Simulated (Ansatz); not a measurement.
**Pd2F3: from a trial structure to a relaxed crystal**

Theory: DFT PBE, scalar-relativistic, plane waves, PAW (Ansatz).

The start is a random cell of Pd2F3 with space group P-62m (No. 189), drawn with lower limits on the distances.

The final relaxation ran on this input, with the default PAW datasets:

```yaml
crystal:
  lattice:
    - [5.6314889274, 0.0, 0.0]
    - [-2.8157444637, 4.8770124722, 0.0]
    - [0.0, 0.0, 3.2493175337]
  atoms:
    - { symbol: Pd, position: [0.6666666667, 0.3333333333, 0.0] }
    - { symbol: Pd, position: [0.3333333333, 0.6666666667, 0.0] }
    - { symbol: F, position: [0.5, 0.0, 0.5] }
    - { symbol: F, position: [0.5, 0.5, 0.5] }
    - { symbol: F, position: [0.0, 0.5, 0.5] }
basis:
  ecutwfc: 420
kpoints:
  mp_grid: { grid: [12, 12, 12] }
hamiltonian:
  xc: pbe
scf:
  occupations: { method: gaussian, width: 0.1 }
output:
  forces: true
  stress: true
  eigenvalues: true
relax:
  adjacent_minimum: "off"
  f_tol: 0.01
  max_steps: 80
  cell: { stress_tol: 0.05 }
```

Launched as:

```bash
ansatz run input.yaml --threads 1 --pin off --max-ram 2560MiB --backend cpu --events-out ev --progress --plain --runs-dir out
```

It took 90 s on 1 thread of Arm Neoverse V1 (shared host), peak memory 0.55 GiB.

End of the output:

```
SCF converged after 6 iterations
Free energy (F): -16365.467633 eV
Harris-Foulkes:  -16365.467633 eV  (|F-HF|=2.55e-11)
Internal energy: -16365.435500 eV  (E = F + TS)
E sigma→0 (E₀):  -16365.451566 eV
Entropy (-TS):   -0.032133 eV (-6.427 meV/atom)
Fermi energy:    5.437624 eV
--- Per-component energies (eV) ---
  E_band       = -850.186657
  E_kinetic    = 1635.938982
  E_local      = -8787.407226  (includes V_loc(G=0)·N_el)
  E_nonlocal   = 664.035282
  E_hartree    = 3606.875891
  E_xc         = -568.342890
  E_vxc        = -718.587685  (∫ρ·V_xc dr)
  E_paw        = -8103.414868  (= ΣΔE_a)
  E_vpaw       = -857.924329  (= ΣTr[D̂ρ^β])
  E_aug_tail   = 0.006670  (compensation charges beyond the density's cutoff)
  E_ewald      = -4813.127341
  E_smearing   = -0.032133  (= −TS)
  E_closure    = 0.000000  (closes the sum)
  Σ components = -16365.467633   (vs F -16365.467633, Δ=0.00e0)
--- Forces (eV/Å), atoms counted from 1 ---
  atom   1  Pd     0.00000000     0.00000000     0.00000000
  atom   2  Pd     0.00000000     0.00000000     0.00000000
  atom   3  F      0.00000000     0.00000000     0.00000000
  atom   4  F      0.00000000     0.00000000     0.00000000
  atom   5  F      0.00000000     0.00000000     0.00000000
  max |Σ_I F_I| component: 4.84e-29 eV/Å
--- Stress (GPa, compression-positive) ---
        0.032888       0.000000       0.000000
        0.000000       0.032888       0.000000
        0.000000       0.000000       0.007934
  P = ⅓ Tr σ = 0.0246 GPa (0.246 kbar)
--- Relaxed structure (3 steps of the walk, 3 accepted, 1 SCFs on fresh bases) ---
  F+E_penalty+E_count = -16365.46763268 eV   max|allowed force component| = 1.850e-17 eV/Å   (the final SCF, on the basis selected at the relaxed cell)
  cell:  # Å, volume = 89.5990 Å³
    - [5.647257, 0.000000, 0.000000]
    - [-2.823628, 4.890668, 0.000000]
    - [0.000000, 0.000000, 3.244123]
  atoms:
    - { symbol: Pd, position: [0.666667, 0.333333, 0.0] }
    - { symbol: Pd, position: [0.333333, 0.666667, 0.000000] }
    - { symbol: F, position: [0.500000, 0.000000, 0.500000] }
    - { symbol: F, position: [0.5, 0.5, 0.500000] }
    - { symbol: F, position: [0.000000, 0.5, 0.500000] }
```

Absolute energies hang on the potentials; compare differences alone.

The result has space group P6/mmm (No. 191). Around Pd lie 6 F at 2.30 Å; F has 4 Pd at 2.30 Å.

Against the elements it lies at -0.59 eV/atom. The zero of energy is the elements' standard structures at the same level (F₂ as a molecule); no fitted shifts are applied.

The k mesh leaves about 4 meV/atom of noise in metals.

A structure relaxed within its symmetry needn't be a true minimum.